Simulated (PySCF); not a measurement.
# C2H2F2 (Ethene, 1,1-difluoro-): the cost of one run

Programs: PySCF 2.14.0, with density-fitted response routines of our own. Each step states its level of theory. These are calculated values for one molecule, in the gas phase or a continuum, unless marked as measured. Atoms are numbered from 0 throughout.

### Step 1. Starting geometry

6 atoms, charge 0, multiplicity 1; geometry from: GFN2-xTB. The atoms were then displaced at random by about 0.01 Å, so the start is not that level's minimum.

Bonds of the start (Å): C0–C1 1.29, C1–F2 1.32, C1–F3 1.35, C0–H4 1.10, C0–H5 1.06.

### Step 2. Optimising the geometry at PBE0-D3(BJ)/def2-SVP

The job: settings as JSON, then the geometry in Å.

```
{"job": {"xc": "PBE0", "basis": "def2-SVP", "d3": "d3bj", "grid": 1, "shake": 0.01, "kind": "geom"}, "charge": 0, "multiplicity": 1}
C     -0.698570    -0.104310    -0.102010
C      0.566620     0.058540     0.075640
F      1.211710     1.210130     0.023450
F      1.456550    -0.917520     0.335290
H     -1.337320     0.767790    -0.323850
H     -1.174840    -1.044640    -0.053180
```

The run is started by

```sh
OMP_NUM_THREADS=1 python probes_run.py task.json out
```

This one command runs all jobs of the session in turn.

Q: Estimate the wall time and peak memory of this first job on 1 thread of Arm Neoverse N1, shared host.

About 16 s, with a peak of 0.3 GiB.
